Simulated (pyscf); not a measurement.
Single points on ωB97X-D3(BJ)/def2-SVP structures (PySCF, gas phase). MP2 and CC: frozen core, UHF for open shells. ΔMP2 is the change of the MP2 total energy from the triple- to the quadruple-zeta basis.

SMILES: [CH3][Cd][SH]
```xyz
7

C     -1.8788    -1.2269    -0.6987
Cd     0.2093    -1.1321    -0.4761
S      2.5371    -1.0100    -0.2146
H     -2.2766    -0.2648    -1.0566
H     -2.3626    -1.4674     0.2604
H     -2.1545    -2.0048    -1.4275
H      2.7831    -2.0441    -1.0443
```
Charge 0, spin multiplicity 1.

### Question
How much does it cost (ΔH, 298 K, CCSD(T)/def2-TZVPP + ΔMP2(QZVPP)) to split H₃C–Cd–SH at its Cd–S bond into [H₃C–Cd]• + SH•?

### Answer
Cd–S to [H₃C–Cd]• + SH•: 3.30 eV. The radicals are drawn with the spin at the cut bond; how far it spreads was not checked. Other isomers of [H₃C–Cd]• were not searched in full and may lie lower. The CCSD(T) − MP2 part came from Ansatz, without density fitting, on the same reference. The frozen core leaves the outer d or s,p core shells of the metals and heavy elements correlated in the MP2 and CC values, and def2-TZVPP describes them poorly, which can shift differences by a few kcal/mol. Left out: the spin-orbit lowering of SH. Elements past Kr carry the def2 core potentials, without spin-orbit coupling.
